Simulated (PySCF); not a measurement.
CF4, SMILES FC(F)(F)F. Atoms are numbered in the order given.

```xyz
5

F      0.7639    -0.7639     0.7639
C      0.0000     0.0000     0.0000
F     -0.7639    -0.7639    -0.7639
F     -0.7639     0.7639     0.7639
F      0.7639     0.7639    -0.7639
```

Geometry optimised at B3LYP-D3(BJ)/def2-SVP.

Two levels are set side by side: PBE/pcJ-1 (PySCF) and PBE0/pcJ-1 (PySCF). One-bond couplings, all four terms, same geometry. Isotopes: 13C, 19F. Differences are taken from unrounded values.

```
quantity          PBE0
--------------  ------
¹J(F1,C2) (Hz)  -354.0
¹J(C2,F3) (Hz)  -354.0
¹J(C2,F4) (Hz)  -354.0
¹J(C2,F5) (Hz)  -354.0
```

Question: What does PBE give, and how far is it from PBE0? (The exact figures need the calculation; the answer reports its results.)

Answer: 
```
quantity           PBE  PBE minus PBE0
--------------  ------  --------------
¹J(F1,C2) (Hz)  -393.7           -39.7
¹J(C2,F3) (Hz)  -393.7           -39.7
¹J(C2,F4) (Hz)  -393.7           -39.7
¹J(C2,F5) (Hz)  -393.7           -39.7
```

Rough cost on one machine, each run with all the roots and properties that it gave: PBE0 against PBE about 3 times.
